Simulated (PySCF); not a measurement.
# C5H3N: excited states, first hyperpolarisability

Wanted: excited states, first hyperpolarisability for C5H3N (`[C-]#[N+]C=C=C=C`).

Programs: PySCF 2.14.0, with routines of our own; each step states its level. All values are computed. Atoms count from 0.

### 1 The system as given

9 atoms, charge 0, multiplicity 1; geometry from: GFN2-xTB.

### 2 Relaxing the molecule at PBE0-D3(BJ)/def2-TZVP

What the job is given:

```
{"job": {"xc": "PBE0", "basis": "def2-TZVP", "d3": "d3bj", "grid": 2, "kind": "geom"}, "charge": 0, "multiplicity": 1}
C     -3.048954     1.303897    -0.917525
N     -2.336530     0.530452    -0.407069
C     -1.524988    -0.372321     0.187634
C     -0.210230    -0.262696     0.158061
C      1.036008    -0.119453     0.104613
C      2.337766     0.002974     0.065258
H     -2.029863    -1.190883     0.687294
H      2.805168     0.830130    -0.443672
H      2.985184    -0.716105     0.540227
```

Command:

```bash
OMP_NUM_THREADS=1 python excited_run.py task.json out
```

One launch serves the whole session: the jobs run in the order shown.

The log of the run:

```text
step   0  E = -246.72706322  max force = 0.008827
step   1  E = -246.72749955  max force = 0.002150
step   2  E = -246.72751708  max force = 0.001601
step   3  E = -246.72753900  max force = 0.000818
step   4  E = -246.72754455  max force = 0.000578
step   5  E = -246.72754919  max force = 0.000327
optimisation converged
```

Run time: 56 s. Hardware: 1 thread of Arm Neoverse V2, shared host; peak memory 0.81 GiB.

The steps of the relaxation:

```tsv
step	energy from step 0 (eV)	largest force component (eV/Å)
0	0.0000	0.4539
1	-0.0119	0.1106
2	-0.0124	0.0823
3	-0.0129	0.0421
4	-0.0131	0.0297
5	-0.0132	0.0168
```

Close pairs (by a distance rule), those that changed most:

```tsv
bond	before (Å)	after (Å)	change (Å)
N1–C2	1.352	1.367	+0.016
C5–H7	1.078	1.085	+0.007
C5–H8	1.078	1.085	+0.007
C3–C4	1.256	1.259	+0.004
C2–C3	1.320	1.317	-0.002
C2–H6	1.084	1.085	+0.002
C4–C5	1.308	1.310	+0.002
C0–N1	1.169	1.170	+0.002
```

The final coordinates are the input of the step that follows.

```tsv
at the end point	value
point group (found at 0.08 Å tolerance)	Cs
rotational constants (GHz, main isotopes)	22.015, 1.608, 1.498
dipole moment (D)	3.99
```

### 3 Excited states: TDA CAM-B3LYP/def2-TZVPD

What the job is given:

```
{"job": {"kind": "states", "xc": "CAM-B3LYP", "basis": "def2-TZVPD", "tda": true, "soc": true, "nstates": 6, "ntriplets": 5, "nquad": 4}, "charge": 0, "multiplicity": 1}
C     -3.302240     1.537463    -1.150624
N     -2.530229     0.803763    -0.665305
C     -1.674791    -0.086830    -0.078012
C     -0.364342     0.040845    -0.121214
C      0.892561     0.120000    -0.135140
C      2.198563     0.215014    -0.157660
H     -2.151096    -0.917385     0.433344
H      2.690136     1.038618    -0.664203
H      2.822497    -0.526612     0.329172
```

With the program's defaults for keys left out, this is: TDA CAM-B3LYP/def2-TZVPD excited states, vertical, gas phase, spin-orbit mean-field couplings.

The log of the run:

```text
coarse grid: 8352 points
cycle   1  E = -246.8677056987  dE =  1.059e+00  |g| = 3.083e-01  |ddm| = 4.441e+00
cycle   2  E = -246.8642741275  dE =  3.432e-03  |g| = 3.561e-01  |ddm| = 8.276e-01
cycle   3  E = -246.8937456540  dE = -2.947e-02  |g| = 8.471e-02  |ddm| = 3.367e-01
cycle   4  E = -246.8950718269  dE = -1.326e-03  |g| = 4.790e-02  |ddm| = 1.068e-01
cycle   5  E = -246.8955588313  dE = -4.870e-04  |g| = 8.467e-03  |ddm| = 4.292e-02
cycle   6  E = -246.8955786474  dE = -1.982e-05  |g| = 2.366e-03  |ddm| = 1.687e-02
cycle   7  E = -246.8955804725  dE = -1.825e-06  |g| = 1.037e-03  |ddm| = 4.391e-03
final grid: 83152 points
cycle   8  E = -246.8914959125  dE = -2.427e-05  |g| = 2.725e-03  |ddm| = 1.560e-01
cycle   9  E = -246.8914962056  dE = -2.931e-07  |g| = 2.407e-03  |ddm| = 1.037e-02
cycle  10  E = -246.8914973753  dE = -1.170e-06  |g| = 6.582e-04  |ddm| = 2.295e-03
cycle  11  E = -246.8914974625  dE = -8.729e-08  |g| = 2.232e-04  |ddm| = 8.536e-04
cycle  12  E = -246.8914974720  dE = -9.463e-09  |g| = 8.928e-05  |ddm| = 2.623e-04
cycle  13  E = -246.8914974739  dE = -1.897e-09  |g| = 1.216e-05  |ddm| = 1.267e-04
cycle  14  E = -246.8914974740  dE = -5.264e-11  |g| = 8.071e-06  |ddm| = 3.966e-05
converged SCF energy = -246.8914974740

Singlet excitations
state   eV       nm        f     d(h-e)  d(exc)  Lambda  PR(NTO)  |dmu|/D   mu/D   main configurations
  1   4.2134   294.3   0.00043   0.280   2.745   0.515   1.014    0.797    4.774   H-1->L 0.95
  2   5.3540   231.6   0.95548   0.137   3.286   0.815   1.244    0.343    3.774   H->L 0.89
  3   5.5145   224.8   0.00022   0.188   3.016   0.412   1.029    0.706    3.354   H->L+1 0.44, H->L+2 0.34, H->L+3 0.17
  4   6.4533   192.1   0.00960   0.918   3.852   0.409   1.375    3.755    1.400   H->L+1 0.43, H->L+2 0.24, H-2->L 0.13
  5   6.4807   191.3   0.01751   2.790   4.114   0.411   1.320                     H-2->L 0.81
  6   6.6325   186.9   0.00099   1.513   3.254   0.334   1.162                     H-4->L 0.86

Triplet excitations (Tamm-Dancoff)
state   eV     d(h-e)  d(exc)  Lambda  PR(NTO)   main configurations
  1   2.4709   0.059   2.984   0.842   1.053   H->L 0.96
  2   3.8785   0.263   2.732   0.516   1.013   H-1->L 0.96
  3   5.0598   0.041   2.232   0.527   1.019   H-1->L+2 0.32, H-1->L+1 0.27, H-1->L+3 0.25
  4   5.1293   1.751   3.122   0.457   1.056   H-2->L 0.67, H-2->L+6 0.24
  5   5.1993   0.190   2.411   0.754   1.436   H-3->L 0.79, H->L+6 0.10
S1 - T1 = 1.7425 eV

Spin-orbit couplings |<S|Hso|T>| (cm-1)
             T1       T2       T3       T4       T5
S0        0.009   12.644    1.325   16.035    0.069
S1        1.631    0.000    0.348    0.260    7.789
S2        0.008    2.319    0.021    0.249    0.004
S3        1.076    0.016    1.332    0.016    2.911
S4        1.222    0.425    0.142    0.118    2.207
S5        0.454    0.060    0.305    0.129    1.434
S6        7.612    4.097    0.871    1.216    8.217
T1 sublevels (cm-1): 0.000 0.002 0.002   radiative rates (1/s): 0.00453 0.000248 0.0201
```

Wall time 33 s (1 thread of Arm Neoverse V2, shared host); peak memory 0.84 GiB.

Key values:

```tsv
quantity	value
S1 less T1	1.74 eV
```

### 4 Excited states: TDDFT CAM-B3LYP/def2-TZVPD

The job, as its differences from that of step 3:

```diff
@@ -1,2 +1,2 @@
-{"job": {"kind": "states", "xc": "CAM-B3LYP", "basis": "def2-TZVPD", "tda": true, "soc": true, "nstates": 6, "ntriplets": 5, "nquad": 4}, "charge": 0, "multiplicity": 1}
+{"job": {"kind": "states", "xc": "CAM-B3LYP", "basis": "def2-TZVPD", "tpa": true, "nstates": 8, "nquad": 6, "ntriplets": 0}, "charge": 0, "multiplicity": 1}
 C     -3.302240     1.537463    -1.150624
```

Method: TDDFT CAM-B3LYP/def2-TZVPD excited states, vertical, gas phase, two-photon moments by quadratic response.

The log of the run:

```text
coarse grid: 8352 points
cycle   1  E = -246.8677056987  dE =  1.059e+00  |g| = 3.083e-01  |ddm| = 4.441e+00
cycle   2  E = -246.8642741275  dE =  3.432e-03  |g| = 3.561e-01  |ddm| = 8.276e-01
cycle   3  E = -246.8937456540  dE = -2.947e-02  |g| = 8.471e-02  |ddm| = 3.367e-01
cycle   4  E = -246.8950718269  dE = -1.326e-03  |g| = 4.790e-02  |ddm| = 1.068e-01
cycle   5  E = -246.8955588313  dE = -4.870e-04  |g| = 8.467e-03  |ddm| = 4.292e-02
cycle   6  E = -246.8955786474  dE = -1.982e-05  |g| = 2.366e-03  |ddm| = 1.687e-02
cycle   7  E = -246.8955804725  dE = -1.825e-06  |g| = 1.037e-03  |ddm| = 4.391e-03
final grid: 83152 points
cycle   8  E = -246.8914959125  dE = -2.427e-05  |g| = 2.725e-03  |ddm| = 1.560e-01
cycle   9  E = -246.8914962056  dE = -2.931e-07  |g| = 2.407e-03  |ddm| = 1.037e-02
cycle  10  E = -246.8914973753  dE = -1.170e-06  |g| = 6.582e-04  |ddm| = 2.295e-03
cycle  11  E = -246.8914974625  dE = -8.729e-08  |g| = 2.232e-04  |ddm| = 8.536e-04
cycle  12  E = -246.8914974720  dE = -9.463e-09  |g| = 8.928e-05  |ddm| = 2.623e-04
cycle  13  E = -246.8914974739  dE = -1.897e-09  |g| = 1.216e-05  |ddm| = 1.267e-04
cycle  14  E = -246.8914974740  dE = -5.264e-11  |g| = 8.071e-06  |ddm| = 3.966e-05
converged SCF energy = -246.8914974740

Singlet excitations
state   eV       nm        f     d(h-e)  d(exc)  Lambda  PR(NTO)  |dmu|/D   mu/D   delta(TPA)   sigma/GM   main configurations
  1   4.1732   297.1   0.00035   0.275   2.741   0.514   1.031    0.801    4.778        0.07      0.000   H-1->L 0.96
  2   4.9469   250.6   0.68642   0.131   3.243   0.808   1.292    0.339    3.770       10.53      0.094   H->L 0.94
  3   5.4759   226.4   0.00021   0.194   3.012   0.411   1.019    0.716    3.327        1.36      0.015   H->L+1 0.43, H->L+2 0.35, H->L+3 0.17
  4   6.3864   194.1   0.02111   3.045   4.133   0.412   1.060    8.618    4.729       29.33      0.438   H-2->L 0.91
  5   6.4528   192.1   0.00044   0.681   3.819   0.408   1.101    3.255    2.029       44.07      0.672   H->L+1 0.50, H->L+2 0.27, H->L+3 0.12
  6   6.6186   187.3   0.00098   1.527   3.272   0.334   1.169    4.622    1.867        4.67      0.075   H-4->L 0.85
  7   6.8043   182.2   0.00443   0.978   3.585   0.382   1.277                                            H->L+4 0.45, H->L+2 0.19, H->L+3 0.16
  8   7.2850   170.2   0.09451   0.254   3.066   0.711   1.679                                            H-3->L 0.77, H-1->L+1 0.10
```

It took 41 s on 1 thread of Arm Neoverse V2, shared host; peak memory 0.85 GiB.

### 5 First hyperpolarisability: quadratic response CAM-B3LYP/def2-TZVPD

The job, as its differences from that of step 4:

```diff
@@ -1,2 +1,2 @@
-{"job": {"kind": "states", "xc": "CAM-B3LYP", "basis": "def2-TZVPD", "tpa": true, "nstates": 8, "nquad": 6, "ntriplets": 0}, "charge": 0, "multiplicity": 1}
+{"job": {"kind": "beta", "xc": "CAM-B3LYP", "basis": "def2-TZVPD"}, "charge": 0, "multiplicity": 1}
 C     -3.302240     1.537463    -1.150624
```

With the program's defaults for keys left out, this is: quadratic response CAM-B3LYP/def2-TZVPD first hyperpolarisability, Taylor convention, gas phase.

The log of the run:

```text
coarse grid: 8352 points
cycle   1  E = -246.8677056987  dE =  1.059e+00  |g| = 3.083e-01  |ddm| = 4.441e+00
cycle   2  E = -246.8642741275  dE =  3.432e-03  |g| = 3.561e-01  |ddm| = 8.276e-01
cycle   3  E = -246.8937456540  dE = -2.947e-02  |g| = 8.471e-02  |ddm| = 3.367e-01
cycle   4  E = -246.8950718269  dE = -1.326e-03  |g| = 4.790e-02  |ddm| = 1.068e-01
cycle   5  E = -246.8955588313  dE = -4.870e-04  |g| = 8.467e-03  |ddm| = 4.292e-02
cycle   6  E = -246.8955786474  dE = -1.982e-05  |g| = 2.366e-03  |ddm| = 1.687e-02
cycle   7  E = -246.8955804725  dE = -1.825e-06  |g| = 1.037e-03  |ddm| = 4.391e-03
final grid: 83152 points
cycle   8  E = -246.8914959125  dE = -2.427e-05  |g| = 2.725e-03  |ddm| = 1.560e-01
cycle   9  E = -246.8914962056  dE = -2.931e-07  |g| = 2.407e-03  |ddm| = 1.037e-02
cycle  10  E = -246.8914973753  dE = -1.170e-06  |g| = 6.582e-04  |ddm| = 2.295e-03
cycle  11  E = -246.8914974625  dE = -8.729e-08  |g| = 2.232e-04  |ddm| = 8.536e-04
cycle  12  E = -246.8914974720  dE = -9.463e-09  |g| = 8.928e-05  |ddm| = 2.623e-04
cycle  13  E = -246.8914974739  dE = -1.897e-09  |g| = 1.216e-05  |ddm| = 1.267e-04
cycle  14  E = -246.8914974740  dE = -5.264e-11  |g| = 8.071e-06  |ddm| = 3.966e-05
converged SCF energy = -246.8914974740

Lowest singlets (eV, f): 4.1732 0.0003  4.9469 0.6864  5.4759 0.0002

First hyperpolarisability (au)
process     nm      |vector|   parallel      HRS      DR
static         -      114.24       2.21      63.07   2.721
shg       1907.0      124.29      -1.45      67.94   2.778
eope      1907.0      117.40       1.07          -       -
shg       1064.0      154.32     -12.86      81.94    2.94
eope      1064.0      125.07      -1.73          -       -
```

Run time: 31 s. Hardware: 1 thread of Arm Neoverse V2, shared host; peak memory 0.85 GiB.

### 6 Excited states: TDA CAM-B3LYP/def2-TZVPD in dimethylsulfoxide

The job, as its differences from that of step 5:

```diff
@@ -1,2 +1,2 @@
-{"job": {"kind": "beta", "xc": "CAM-B3LYP", "basis": "def2-TZVPD"}, "charge": 0, "multiplicity": 1}
+{"job": {"kind": "states", "xc": "CAM-B3LYP", "basis": "def2-TZVPD", "tda": true, "soc": true, "nstates": 6, "ntriplets": 5, "nquad": 4, "solvent": "dimethylsulfoxide"}, "charge": 0, "multiplicity": 1}
 C     -3.302240     1.537463    -1.150624
```

With the program's defaults for keys left out, this is: TDA CAM-B3LYP/def2-TZVPD excited states, vertical, IEF-PCM dimethylsulfoxide (non-equilibrium response), spin-orbit mean-field couplings.

The log of the run:

```text
coarse grid: 8352 points
cycle   1  E = -246.8773429727  dE =  1.050e+00  |g| = 2.933e-01  |ddm| = 4.440e+00
cycle   2  E = -246.8825296527  dE = -5.187e-03  |g| = 2.950e-01  |ddm| = 8.053e-01
cycle   3  E = -246.9021297895  dE = -1.960e-02  |g| = 6.905e-02  |ddm| = 2.867e-01
cycle   4  E = -246.9030230726  dE = -8.933e-04  |g| = 4.292e-02  |ddm| = 9.134e-02
cycle   5  E = -246.9034155970  dE = -3.925e-04  |g| = 7.678e-03  |ddm| = 3.733e-02
cycle   6  E = -246.9034339951  dE = -1.840e-05  |g| = 2.417e-03  |ddm| = 1.523e-02
cycle   7  E = -246.9034364813  dE = -2.486e-06  |g| = 1.160e-03  |ddm| = 5.539e-03
final grid: 83152 points
cycle   8  E = -246.8993023728  dE = -2.468e-05  |g| = 2.788e-03  |ddm| = 1.544e-01
cycle   9  E = -246.8993027931  dE = -4.202e-07  |g| = 2.355e-03  |ddm| = 1.058e-02
cycle  10  E = -246.8993039350  dE = -1.142e-06  |g| = 6.053e-04  |ddm| = 2.315e-03
cycle  11  E = -246.8993040104  dE = -7.540e-08  |g| = 2.006e-04  |ddm| = 8.119e-04
cycle  12  E = -246.8993040183  dE = -7.956e-09  |g| = 8.001e-05  |ddm| = 2.694e-04
cycle  13  E = -246.8993040199  dE = -1.637e-09  |g| = 1.384e-05  |ddm| = 1.313e-04
cycle  14  E = -246.8993040201  dE = -1.279e-10  |g| = 7.194e-06  |ddm| = 5.179e-05
converged SCF energy = -246.8993040201

Singlet excitations
state   eV       nm        f     d(h-e)  d(exc)  Lambda  PR(NTO)  |dmu|/D   mu/D   main configurations
  1   4.1770   296.8   0.00044   0.325   2.763   0.502   1.012    1.153    6.462   H-1->L 0.97
  2   5.0340   246.3   1.21402   0.136   3.310   0.830   1.136    0.486    5.746   H->L 0.93
  3   5.5729   222.5   0.00028   0.086   3.034   0.419   1.034    0.430    5.279   H->L+1 0.47, H->L+2 0.29, H->L+3 0.17
  4   6.4247   193.0   0.00099   0.763   3.574   0.411   1.113    3.153    7.733   H->L+1 0.36, H->L+4 0.29, H->L+3 0.18
  5   6.5575   189.1   0.00416   0.712   3.673   0.415   1.133                     H->L+2 0.53, H->L+4 0.23, H->L+1 0.11
  6   6.7993   182.3   0.00089   1.401   3.190   0.355   1.073                     H-4->L 0.88

Triplet excitations (Tamm-Dancoff)
state   eV     d(h-e)  d(exc)  Lambda  PR(NTO)   main configurations
  1   2.4744   0.069   2.996   0.844   1.054   H->L 0.95
  2   3.8493   0.316   2.745   0.502   1.010   H-1->L 0.97
  3   5.1060   0.039   2.222   0.518   1.015   H-1->L+3 0.29, H-1->L+1 0.25, H-1->L+2 0.24
  4   5.1965   0.245   2.414   0.762   1.525   H-3->L 0.77, H->L+5 0.13
  5   5.3183   0.081   2.971   0.419   1.047   H->L+1 0.42, H->L+2 0.30, H->L+3 0.19
S1 - T1 = 1.7026 eV

Spin-orbit couplings |<S|Hso|T>| (cm-1)
             T1       T2       T3       T4       T5
S0        0.006   13.055    1.208    0.066    9.916
S1        1.398    0.001    0.470    7.510    0.057
S2        0.006    2.008    0.015    0.008    3.112
S3        1.427    0.010    0.986    2.404    0.085
S4        2.473    0.380    0.180    4.561    2.579
S5        1.958    0.469    0.143    2.720    3.615
S6        9.173    4.029    0.775   10.660    0.539
T1 sublevels (cm-1): 0.000 0.003 0.003   radiative rates (1/s): 3.32e-05 0.00131 9.41e-05
```

It took 34 s on 1 thread of Arm Neoverse V2, shared host; peak memory 0.86 GiB.

From this job:

```tsv
quantity	value
S1 less T1	1.70 eV
```

### 7 What came out

```
                                                          quantity                                                value
                                                       point group                                                   Cs
                              rotational constants (main isotopes)                                22.01, 1.61, 1.50 GHz
                     S1 less T1 (step 3, TDA CAM-B3LYP/def2-TZVPD)                                              1.74 eV
        β vector (step 5, quadratic response CAM-B3LYP/def2-TZVPD)  static 114, SHG 1907.0 nm 124, SHG 1064.0 nm 154 au
S1 less T1 (step 6, TDA CAM-B3LYP/def2-TZVPD in dimethylsulfoxide)                                              1.70 eV
```

**Reading.** Over 5 steps the energy fell by 0.013 eV; of the close pairs, N1–C2 changed most, 1.352 to 1.367 Å. In step 3, the number of triplets below S1 is 2, and the largest singlet-triplet spin-orbit coupling is S0–T4, 16.04 cm⁻¹. β grows from 114 au (static) to 154 au for doubling at 1064.0 nm: normal dispersion, which grows as twice the photon energy moves toward the bright states. In step 6, the number of triplets below S1 is 2, and the largest singlet-triplet spin-orbit coupling is S0–T2, 13.05 cm⁻¹.
